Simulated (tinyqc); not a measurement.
Inside a calculation (part 1 of 2). Method: CIS and TDHF on RHF in the sto-3g basis, frozen core, for H2F+, spin multiplicity 1. Computed by tinyqc, a small Python program that keeps every step (integrals from PySCF). Settings: charge = 1, multiplicity = 1, basis = sto-3g, method = RHF, frozen orbitals = 1, energy threshold = 1e-10, iteration cap = 51, orthogonalisation = symmetric, start = Wolfsberg-Helmholz matrix, DIIS depth = 6, TDHF = 1. Command: `OMP_NUM_THREADS=1 python tinyqc.py 22266 22267 out.jsonl` (the two numbers bound the seeds that draw the settings). One thread of a shared host (Intel(R) Xeon(R) Processor @ 2.60GHz), about 0.07 s of CPU time with the checks. The early iterations of the SCF are left out here.

## One-electron integrals

Geometry (angstrom):
```
atom         x          y         z
F     0.000000   0.000000  0.000000
H     0.000000   0.968000  0.534000
H     0.000000  -0.968000  0.534000
```

Basis sto-3g: exponents (1/bohr^2) and contraction coefficients of normalised primitives:
```
element  l (shell)    exponent  coefficient
F            s (1)  166.679130     0.154329
F            s (1)   30.360812     0.535328
F            s (1)    8.216821     0.444635
F            s (2)    6.464803    -0.099967
F            s (2)    1.502281     0.399513
F            s (2)    0.488588     0.700115
F            p (3)    6.464803     0.155916
F            p (3)    1.502281     0.607684
F            p (3)    0.488588     0.391957
H            s (1)    3.425251     0.154329
H            s (1)    0.623914     0.535328
H            s (1)    0.168855     0.444635
```

Overlap, kinetic and nuclear-attraction integrals over the contracted functions; the nuclear repulsion is the sum of Za Zb / Rab.

nuclear repulsion = 8.88934251 hartree

overlap S, order 1F 1s, 1F 2s, 1F 2px, 1F 2py, 1F 2pz, 2H 1s, 3H 1s:
```
[[1.000000, 0.237990, 0.000000, 0.000000, 0.000000, 0.031499, 0.031499],
 [0.237990, 1.000000, 0.000000, 0.000000, 0.000000, 0.332937, 0.332937],
 [0.000000, 0.000000, 1.000000, 0.000000, 0.000000, 0.000000, 0.000000],
 [0.000000, 0.000000, 0.000000, 1.000000, 0.000000, 0.245736, -0.245736],
 [0.000000, 0.000000, 0.000000, 0.000000, 1.000000, 0.135561, 0.135561],
 [0.031499, 0.332937, 0.000000, 0.245736, 0.135561, 1.000000, 0.132300],
 [0.031499, 0.332937, 0.000000, -0.245736, 0.135561, 0.132300, 1.000000]]
```

kinetic energy T (hartree), order 1F 1s, 1F 2s, 1F 2px, 1F 2py, 1F 2pz, 2H 1s, 3H 1s:
```
[[36.984577, -0.212858, 0.000000, 0.000000, 0.000000, -0.007456, -0.007456],
 [-0.212858, 1.037995, 0.000000, 0.000000, 0.000000, 0.049287, 0.049287],
 [0.000000, 0.000000, 3.248015, 0.000000, 0.000000, 0.000000, 0.000000],
 [0.000000, 0.000000, 0.000000, 3.248015, 0.000000, 0.130076, -0.130076],
 [0.000000, 0.000000, 0.000000, 0.000000, 3.248015, 0.071757, 0.071757],
 [-0.007456, 0.049287, 0.000000, 0.130076, 0.071757, 0.760032, -0.009206],
 [-0.007456, 0.049287, 0.000000, -0.130076, 0.071757, -0.009206, 0.760032]]
```

nuclear attraction V (hartree), order 1F 1s, 1F 2s, 1F 2px, 1F 2py, 1F 2pz, 2H 1s, 3H 1s:
```
[[-77.966914, -9.404645, 0.000000, 0.000000, -0.010008, -1.275951, -1.275951],
 [-9.404645, -12.496878, 0.000000, 0.000000, -0.123616, -3.072082, -3.072082],
 [0.000000, 0.000000, -12.355516, 0.000000, 0.000000, 0.000000, 0.000000],
 [0.000000, 0.000000, 0.000000, -12.466917, 0.000000, -1.953785, 1.953785],
 [-0.010008, -0.123616, 0.000000, 0.000000, -12.389418, -1.105815, -1.105815],
 [-1.275951, -3.072082, 0.000000, -1.953785, -1.105815, -5.720427, -0.885082],
 [-1.275951, -3.072082, 0.000000, 1.953785, -1.105815, -0.885082, -5.720427]]
```

core Hamiltonian H = T + V (hartree), order 1F 1s, 1F 2s, 1F 2px, 1F 2py, 1F 2pz, 2H 1s, 3H 1s:
```
[[-40.982337, -9.617502, 0.000000, 0.000000, -0.010008, -1.283407, -1.283407],
 [-9.617502, -11.458882, 0.000000, 0.000000, -0.123616, -3.022795, -3.022795],
 [0.000000, 0.000000, -9.107502, 0.000000, 0.000000, 0.000000, 0.000000],
 [0.000000, 0.000000, 0.000000, -9.218902, 0.000000, -1.823709, 1.823709],
 [-0.010008, -0.123616, 0.000000, 0.000000, -9.141403, -1.034058, -1.034058],
 [-1.283407, -3.022795, 0.000000, -1.823709, -1.034058, -4.960395, -0.894288],
 [-1.283407, -3.022795, 0.000000, 1.823709, -1.034058, -0.894288, -4.960395]]
```

## Two-electron integrals

Functions are numbered as in S; the eight-fold symmetry (ij|kl) = (ji|kl) = (kl|ij) leaves the list below.

Two-electron integrals (ij|kl) in chemists' order, unique and non-zero (hartree):
```
(11|11) 5.403501    (21|11) 0.841920    (21|21) 0.156299    (22|11) 1.268028
(22|21) 0.292344    (22|22) 0.926167    (31|31) 0.027998    (32|31) 0.043169
(32|32) 0.204588    (33|11) 1.264502    (33|21) 0.292403    (33|22) 0.925959
(33|33) 0.997514    (41|41) 0.027998    (42|41) 0.043169    (42|42) 0.204588
(43|43) 0.053770    (44|11) 1.264502    (44|21) 0.292403    (44|22) 0.925959
(44|33) 0.889973    (44|44) 0.997514    (51|51) 0.027998    (52|51) 0.043169
(52|52) 0.204588    (53|53) 0.053770    (54|54) 0.053770    (55|11) 1.264502
(55|21) 0.292403    (55|22) 0.925959    (55|33) 0.889973    (55|44) 0.889973
(55|55) 0.997514    (61|11) 0.112881    (61|21) 0.020788    (61|22) 0.038669
(61|33) 0.038609    (61|41) 0.000743    (61|42) 0.001398    (61|44) 0.038752
(61|51) 0.000410    (61|52) 0.000771    (61|54) 0.000079    (61|55) 0.038653
(61|61) 0.002793    (62|11) 0.297550    (62|21) 0.069572    (62|22) 0.247290
(62|33) 0.243604    (62|41) 0.004155    (62|42) 0.032967    (62|44) 0.251893
(62|51) 0.002292    (62|52) 0.018186    (62|54) 0.004573    (62|55) 0.246127
(62|61) 0.009397    (62|62) 0.082564    (63|31) 0.007141    (63|32) 0.042852
(63|43) 0.006869    (63|53) 0.003789    (63|63) 0.012008    (64|11) 0.181602
(64|21) 0.042992    (64|22) 0.163570    (64|33) 0.156666    (64|41) 0.009381
(64|42) 0.063431    (64|44) 0.175608    (64|51) 0.001236    (64|52) 0.011353
(64|54) 0.006660    (64|55) 0.158250    (64|61) 0.006040    (64|62) 0.067039
(64|64) 0.066051    (65|11) 0.100182    (65|21) 0.023717    (65|22) 0.090234
(65|33) 0.086425    (65|41) 0.001236    (65|42) 0.011353    (65|44) 0.089296
(65|51) 0.007823    (65|52) 0.049114    (65|54) 0.008452    (65|55) 0.094877
(65|61) 0.003332    (65|62) 0.036982    (65|64) 0.029813    (65|65) 0.028454
(66|11) 0.468674    (66|21) 0.111366    (66|22) 0.457325    (66|33) 0.442244
(66|41) 0.007993    (66|42) 0.090189    (66|44) 0.476559    (66|51) 0.004409
(66|52) 0.049753    (66|54) 0.018930    (66|55) 0.452687    (66|61) 0.015123
(66|62) 0.199758    (66|64) 0.188735    (66|65) 0.104116    (66|66) 0.774606
(71|11) 0.112881    (71|21) 0.020788    (71|22) 0.038669    (71|33) 0.038609
(71|41) -0.000743   (71|42) -0.001398   (71|44) 0.038752    (71|51) 0.000410
(71|52) 0.000771    (71|54) -0.000079   (71|55) 0.038653    (71|61) 0.002752
(71|62) 0.009105    (71|64) 0.005401    (71|65) 0.003232    (71|66) 0.014543
(71|71) 0.002793    (72|11) 0.297550    (72|21) 0.069572    (72|22) 0.247290
(72|33) 0.243604    (72|41) -0.004155   (72|42) -0.032967   (72|44) 0.251893
(72|51) 0.002292    (72|52) 0.018186    (72|54) -0.004573   (72|55) 0.246127
(72|61) 0.009105    (72|62) 0.065382    (72|64) 0.036875    (72|65) 0.028313
(72|66) 0.126360    (72|71) 0.009397    (72|72) 0.082564    (73|31) 0.007141
(73|32) 0.042852    (73|43) -0.006869   (73|53) 0.003789    (73|63) 0.009122
(73|73) 0.012008    (74|11) -0.181602   (74|21) -0.042992   (74|22) -0.163570
(74|33) -0.156666   (74|41) 0.009381    (74|42) 0.063431    (74|44) -0.175608
(74|51) -0.001236   (74|52) -0.011353   (74|54) 0.006660    (74|55) -0.158250
(74|61) -0.005401   (74|62) -0.036875   (74|64) -0.012089   (74|65) -0.015683
(74|66) -0.065990   (74|71) -0.006040   (74|72) -0.067039   (74|74) 0.066051
(75|11) 0.100182    (75|21) 0.023717    (75|22) 0.090234    (75|33) 0.086425
(75|41) -0.001236   (75|42) -0.011353   (75|44) 0.089296    (75|51) 0.007823
(75|52) 0.049114    (75|54) -0.008452   (75|55) 0.094877    (75|61) 0.003232
(75|62) 0.028313    (75|64) 0.015683    (75|65) 0.021239    (75|66) 0.060054
(75|71) 0.003332    (75|72) 0.036982    (75|74) -0.029813   (75|75) 0.028454
(76|11) 0.081622    (76|21) 0.019266    (76|22) 0.074652    (76|33) 0.073381
(76|44) 0.075016    (76|51) 0.001019    (76|52) 0.009802    (76|55) 0.075481
(76|61) 0.002570    (76|62) 0.024498    (76|64) 0.017516    (76|65) 0.012568
(76|66) 0.063022    (76|71) 0.002570    (76|72) 0.024498    (76|74) -0.017516
(76|75) 0.012568    (76|76) 0.009121    (77|11) 0.468674    (77|21) 0.111366
(77|22) 0.457325    (77|33) 0.442244    (77|41) -0.007993   (77|42) -0.090189
(77|44) 0.476559    (77|51) 0.004409    (77|52) 0.049753    (77|54) -0.018930
(77|55) 0.452687    (77|61) 0.014543    (77|62) 0.126360    (77|64) 0.065990
(77|65) 0.060054    (77|66) 0.272166    (77|71) 0.015123    (77|72) 0.199758
(77|74) -0.188735   (77|75) 0.104116    (77|76) 0.063022    (77|77) 0.774606
```

## Orthogonalisation

S = U s U^T; symmetric (Loewdin) form X = U s^(-1/2) U^T, so that X^T S X = 1.

eigenvalues of S: [0.511509, 0.580087, 0.912094, 1.000000, 1.076706, 1.287613, 1.631991]

X, order 1F 1s, 1F 2s, 1F 2px, 1F 2py, 1F 2pz, 2H 1s, 3H 1s:
```
[[1.023470, -0.133768, 0.000000, 0.000000, -0.004101, 0.016303, 0.016303],
 [-0.133768, 1.117281, 0.000000, 0.000000, 0.037809, -0.182069, -0.182069],
 [0.000000, 0.000000, 1.000000, 0.000000, 0.000000, 0.000000, 0.000000],
 [0.000000, 0.000000, 0.000000, 1.056755, 0.000000, -0.149936, 0.149936],
 [-0.004101, 0.037809, 0.000000, 0.000000, 1.015030, -0.072666, -0.072666],
 [0.016303, -0.182069, 0.000000, -0.149936, -0.072666, 1.086747, -0.050730],
 [0.016303, -0.182069, 0.000000, 0.149936, -0.072666, -0.050730, 1.086747]]
```

## Starting guess

The start is the generalised Wolfsberg-Helmholz matrix (K = 1.75) built on H; D = 2 C_occ C_occ^T.

D at the start, order 1F 1s, 1F 2s, 1F 2px, 1F 2py, 1F 2pz, 2H 1s, 3H 1s:
```
[[2.077999, -0.328004, 0.000000, 0.000000, 0.058090, -0.122240, -0.122240],
 [-0.328004, 1.442615, 0.000000, 0.000000, -0.212382, 0.344475, 0.344475],
 [0.000000, 0.000000, 2.000000, 0.000000, 0.000000, 0.000000, 0.000000],
 [0.000000, 0.000000, 0.000000, 1.653886, 0.000000, 0.272722, -0.272722],
 [0.058090, -0.212382, 0.000000, 0.000000, 1.935332, 0.085348, 0.085348],
 [-0.122240, 0.344475, 0.000000, 0.272722, 0.085348, 0.137943, 0.048001],
 [-0.122240, 0.344475, 0.000000, -0.272722, 0.085348, 0.048001, 0.137943]]
```

## Iteration 8 (converged): orbitals

converged F (hartree), order 1F 1s, 1F 2s, 1F 2px, 1F 2py, 1F 2pz, 2H 1s, 3H 1s:
```
[[-26.545576, -6.771255, 0.000000, 0.000000, -0.019338, -0.911885, -0.911885],
 [-6.771255, -3.564672, 0.000000, 0.000000, -0.077112, -0.984342, -0.984342],
 [0.000000, 0.000000, -0.986813, 0.000000, 0.000000, 0.000000, 0.000000],
 [0.000000, 0.000000, 0.000000, -0.893547, 0.000000, -0.498257, 0.498257],
 [-0.019338, -0.077112, 0.000000, 0.000000, -0.936428, -0.321397, -0.321397],
 [-0.911885, -0.984342, 0.000000, -0.498257, -0.321397, -0.713608, -0.232852],
 [-0.911885, -0.984342, 0.000000, 0.498257, -0.321397, -0.232852, -0.713608]]
```

Diagonalise F' = X^T F X, C = X C', fill 5 alpha and 5 beta electrons from the bottom; D = 2 C_occ C_occ^T. Each column has its largest component positive (the first on a tie).

F' = X^T F X (hartree):
```
[[-26.068595, -3.432191, 0.000000, 0.000000, -0.035170, -0.091852, -0.091852],
 [-3.432191, -2.250277, 0.000000, 0.000000, 0.029070, -0.411501, -0.411501],
 [0.000000, 0.000000, -0.986813, 0.000000, 0.000000, 0.000000, 0.000000],
 [0.000000, 0.000000, 0.000000, -0.703679, 0.000000, -0.397753, 0.397753],
 [-0.035170, 0.029070, 0.000000, 0.000000, -0.879430, -0.228397, -0.228397],
 [-0.091852, -0.411501, 0.000000, -0.397753, -0.228397, -0.372109, -0.049815],
 [-0.091852, -0.411501, 0.000000, 0.397753, -0.228397, -0.049815, -0.372109]]
```

orbital energies (hartree): [-26.555038, -1.972756, -1.106939, -1.000150, -0.986813, -0.092282, 0.080966]

coefficients C, order 1F 1s, 1F 2s, 1F 2px, 1F 2py, 1F 2pz, 2H 1s, 3H 1s:
```
[[0.994806, -0.252498, 0.000000, 0.054123, 0.000000, 0.098029, 0.000000],
 [0.021960, 0.962406, 0.000000, -0.270120, 0.000000, -0.578157, 0.000000],
 [0.000000, 0.000000, 0.000000, 0.000000, 1.000000, 0.000000, 0.000000],
 [0.000000, 0.000000, 0.735310, 0.000000, 0.000000, 0.000000, 0.788042],
 [0.001724, 0.075374, 0.000000, 0.897837, 0.000000, -0.480102, 0.000000],
 [-0.003543, 0.081360, 0.346772, 0.207180, 0.000000, 0.725124, -0.741052],
 [-0.003543, 0.081360, -0.346772, 0.207180, 0.000000, 0.725124, 0.741052]]
```

D after iteration 8, order 1F 1s, 1F 2s, 1F 2px, 1F 2py, 1F 2pz, 2H 1s, 3H 1s:
```
[[2.112646, -0.471557, 0.000000, 0.000000, 0.062553, -0.025708, -0.025708],
 [-0.471557, 1.999344, 0.000000, 0.000000, -0.339891, 0.044519, 0.044519],
 [0.000000, 0.000000, 2.000000, 0.000000, 0.000000, 0.000000, 0.000000],
 [0.000000, 0.000000, 0.000000, 1.081363, 0.000000, 0.509970, -0.509970],
 [0.062553, -0.339891, 0.000000, 0.000000, 1.623591, 0.384281, 0.384281],
 [-0.025708, 0.044519, 0.000000, 0.509970, 0.384281, 0.339612, -0.141390],
 [-0.025708, 0.044519, 0.000000, -0.509970, 0.384281, -0.141390, 0.339612]]
```

## Convergence

Stop when the energy changes by less than 1e-10 hartree and every element of the error matrix X^T (F D S - S D F) X is below 3e-06.

Course of the cycle:
```
iteration   E (hartree)     change  largest element of the error matrix
1          -98.55550293          -                             4.47e-01
2          -98.81436508  -2.59e-01                             1.09e-01
3          -98.82990181  -1.55e-02                             2.15e-02
4          -98.83051975  -6.18e-04                             3.46e-03
5          -98.83055024  -3.05e-05                             9.63e-04
6          -98.83055378  -3.54e-06                             1.21e-05
7          -98.83055378  -2.97e-10                             9.99e-08
8          -98.83055378   2.84e-14                             6.00e-10
```

PySCF RHF in the same basis = -98.83055378 hartree

Converged in 8 iterations.

## Populations, bond orders and dipole

Mulliken: Z minus the diagonal of D S on the atom; Loewdin: the same with S^(1/2) D S^(1/2); Mayer order: 2 sum_s sum (D(s) S)_ij (D(s) S)_ji over the two atoms.

Charges (e):
```
atom  Mulliken   Loewdin
1F    0.024660  0.137443
2H    0.487670  0.431278
3H    0.487670  0.431278
```

Mayer bond orders:
```
pair     order
2-1   0.737945
3-1   0.737945
3-2   0.024233
```

dipole moment about the origin, x y z (debye): [0.000000, 0.000000, 2.892883]

## Integrals over molecular orbitals

(pq|rs) = sum C_ip C_jq C_kr C_ls (ij|kl), one index at a time.

one-electron integrals over orbitals h = C^T H C (hartree):
```
[[-40.964615, 0.698532, 0.000000, -0.138506, 0.000000, -0.261869, 0.000000],
 [0.698532, -9.565779, 0.000000, 0.331006, 0.000000, 1.262859, 0.000000],
 [0.000000, 0.000000, -7.822465, 0.000000, 0.000000, 0.000000, -2.261405],
 [-0.138506, 0.331006, 0.000000, -8.637840, 0.000000, 1.392175, 0.000000],
 [0.000000, 0.000000, 0.000000, 0.000000, -9.107502, 0.000000, 0.000000],
 [-0.261869, 1.262859, 0.000000, 1.392175, 0.000000, -5.321470, 0.000000],
 [0.000000, 0.000000, -2.261405, 0.000000, 0.000000, 0.000000, -5.930865]]
```

Two-electron integrals over orbitals (pq|rs), unique and non-zero (hartree); the lowest 1 orbital is frozen and left out:
```
(22|22) 0.857762    (32|32) 0.152319    (33|22) 0.740014    (33|33) 0.707764
(42|22) -0.006604   (42|33) -0.005646   (42|42) 0.165204    (43|32) 0.009183
(43|43) 0.046772    (44|22) 0.823314    (44|33) 0.698797    (44|42) -0.081950
(44|44) 0.888069    (52|52) 0.183811    (53|53) 0.036773    (54|52) -0.028831
(54|54) 0.052453    (55|22) 0.883281    (55|33) 0.729694    (55|42) -0.047149
(55|44) 0.835904    (55|55) 0.997514    (62|22) -0.134421   (62|33) -0.080363
(62|42) -0.043575   (62|44) -0.101469   (62|55) -0.141356   (62|62) 0.067409
(63|32) 0.028858    (63|43) 0.019935    (63|63) 0.075689    (64|22) -0.144510
(64|33) -0.081913   (64|42) 0.000983    (64|44) -0.150996   (64|55) -0.148124
(64|62) 0.058230    (64|64) 0.072901    (65|52) -0.050213   (65|54) -0.009246
(65|65) 0.023271    (66|22) 0.537552    (66|33) 0.529886    (66|42) 0.061541
(66|44) 0.513740    (66|55) 0.518014    (66|62) -0.040585   (66|64) -0.021127
(66|66) 0.525015    (72|32) 0.071680    (72|43) -0.018403   (72|63) -0.023876
(72|72) 0.058936    (73|22) 0.223085    (73|33) 0.165279    (73|42) -0.050236
(73|44) 0.210434    (73|55) 0.241011    (73|62) -0.068717   (73|64) -0.086429
(73|66) 0.012659    (73|73) 0.165441    (74|32) -0.048461   (74|43) 0.008389
(74|63) -0.043673   (74|72) -0.011096   (74|74) 0.045041    (75|53) 0.025943
(75|75) 0.020517    (76|32) -0.091284   (76|43) -0.049282   (76|63) -0.094114
(76|72) 0.001599    (76|74) 0.057845    (76|76) 0.167506    (77|22) 0.601513
(77|33) 0.598418    (77|42) 0.003904    (77|44) 0.581424    (77|55) 0.591852
(77|62) -0.042303   (77|64) -0.032376   (77|66) 0.520730    (77|73) 0.075877
(77|77) 0.562835
```

## CIS matrix, singlets

A(ia,jb) = (e_a - e_i) d_ij d_ab + 2 (ia|jb) - (ij|ab).

CIS matrix A, singlet (hartree), order 2>6, 2>7, 3>6, 3>7, 4>6, 4>7, 5>6, 5>7:
```
[[1.477739, 0.000000, 0.000000, -0.046150, 0.054920, 0.000000, 0.000000, 0.000000],
 [0.000000, 1.570080, 0.043533, 0.000000, 0.000000, -0.026095, 0.000000, 0.000000],
 [0.000000, 0.043533, 0.636149, 0.000000, 0.000000, -0.038064, 0.000000, 0.000000],
 [-0.046150, 0.000000, 0.000000, 0.920368, -0.123576, 0.000000, 0.000000, 0.000000],
 [0.054920, 0.000000, 0.000000, -0.123576, 0.539930, 0.000000, 0.000000, 0.000000],
 [0.000000, -0.026095, -0.038064, 0.000000, 0.000000, 0.589773, 0.000000, 0.000000],
 [0.000000, 0.000000, 0.000000, 0.000000, 0.000000, 0.000000, 0.423059, 0.000000],
 [0.000000, 0.000000, 0.000000, 0.000000, 0.000000, 0.000000, 0.000000, 0.516962]]
```

## CIS singlet states

dipole integrals <i|r|a> (bohr), order 2>6, 2>7, 3>6, 3>7, 4>6, 4>7, 5>6, 5>7:
```
[[0.000000, 0.000000, 0.021077],
 [0.000000, -0.077756, 0.000000],
 [0.000000, 0.964442, 0.000000],
 [0.000000, 0.000000, -0.502248],
 [0.000000, 0.000000, 0.331367],
 [0.000000, -0.596501, 0.000000],
 [-0.028214, 0.000000, 0.000000],
 [0.000000, 0.000000, 0.000000]]
```

Diagonalise A (1 hartree = 27.211386 eV); each vector has its largest component positive (the first on a tie). The transition dipole is mu = sqrt2 sum c_ia <i|r|a>.

singlet excitation energies (eV): [11.512013, 13.651902, 14.067250, 15.466628, 17.815840, 25.857317, 40.438857, 42.800635]

lowest vectors, order 2>6, 2>7, 3>6, 3>7, 4>6, 4>7, 5>6, 5>7:
```
[[0.000000, -0.040811, 0.000000, 0.000000, 0.000000, 0.111998],
 [0.000000, 0.000000, 0.000000, 0.001470, -0.055340, 0.000000],
 [0.000000, 0.000000, 0.000000, 0.489040, 0.870964, 0.000000],
 [0.000000, 0.278713, 0.000000, 0.000000, 0.000000, 0.955531],
 [0.000000, 0.959507, 0.000000, 0.000000, 0.000000, -0.272794],
 [0.000000, 0.000000, 0.000000, 0.872260, -0.488220, 0.000000],
 [1.000000, 0.000000, 0.000000, 0.000000, 0.000000, 0.000000],
 [0.000000, 0.000000, 1.000000, 0.000000, 0.000000, 0.000000]]
```

oscillator strengths 2/3 w |mu|^2: [0.000449, 0.020982, 0.000000, 0.001802, 1.125602, 0.408685]

## TDHF (RPA) singlet states

B(ia,jb) = 2 (ia|jb) - (ib|ja); the squared energies are the eigenvalues of (A - B)(A + B); 1 hartree = 27.211386 eV.

TDHF matrix B, singlet (hartree), order 2>6, 2>7, 3>6, 3>7, 4>6, 4>7, 5>6, 5>7:
```
[[0.067409, 0.000000, 0.000000, -0.113558, 0.058230, 0.000000, 0.000000, 0.000000],
 [0.000000, 0.058936, 0.020965, 0.000000, 0.000000, -0.011096, 0.000000, 0.000000],
 [0.000000, 0.020965, 0.075689, 0.000000, 0.000000, -0.000917, 0.000000, 0.000000],
 [-0.113558, 0.000000, 0.000000, 0.165441, -0.129185, 0.000000, 0.000000, 0.000000],
 [0.058230, 0.000000, 0.000000, -0.129185, 0.072901, 0.000000, 0.000000, 0.000000],
 [0.000000, -0.011096, -0.000917, 0.000000, 0.000000, 0.045041, 0.000000, 0.000000],
 [0.000000, 0.000000, 0.000000, 0.000000, 0.000000, 0.000000, 0.023271, 0.000000],
 [0.000000, 0.000000, 0.000000, 0.000000, 0.000000, 0.000000, 0.000000, 0.020517]]
```

squared energies w^2 (hartree^2): [0.178437, 0.246611, 0.266829, 0.320234, 0.423743, 0.839468, 2.173892, 2.469385]

TDHF energies from the positive w^2 (eV): [11.494584, 13.513149, 14.056166, 15.398706, 17.713397, 24.931741, 40.120810, 42.760729]
